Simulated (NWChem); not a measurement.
Atomisation of disilane (H₆Si₂)

```
Si
H 1 1.4931
H 1 1.4931 2 108.66
H 1 1.4931 2 108.66 3 118.06
Si 1 2.3563 2 110.28 3 -120.97
H 5 1.4931 1 110.28 2 180.00
H 5 1.4931 6 108.66 1 120.97
H 5 1.4931 6 108.66 7 118.06
```
Charge 0, spin multiplicity 1.

All runs are NWChem calculations. Structure: optimised with B3LYP/def2-SVP, a minimum by its harmonic frequencies.

Basis set: def2-TZVP. The atomisation energy is electronic alone: no zero-point, thermal, spin-orbit or counterpoise terms. No value is extrapolated to the basis-set limit. Free atoms are single determinants with multiplicities Si 3, H 2. Correlated methods freeze the same cores in atoms and molecule, 10 orbitals in all.

B3LYP has NWChem's definition, with VWN1-RPA local correlation. No SCF solution was tested for a lower state. Open-shell Hartree-Fock references start from PBE0 orbitals. No row is a measurement; the coupled-cluster row has its own basis-set and correlation limits.

| method | atomisation energy (kcal/mol) |
|---|---|
| HF | 416.6 |
| PBE | 520.4 |
| PBE0 | [?] |
| B3LYP | 530.5 |
| TPSS | 548.7 |
| M06-2X | 529.4 |
| MP2 | 501.4 |
| LC-wPBE (omega 0.3 per bohr) | [?] |
| CCSD(T) | 513.7 |

Complete the blanks.


- PBE0, atomisation energy (kcal/mol): 522.8
- LC-wPBE (omega 0.3 per bohr), atomisation energy (kcal/mol): 523.0
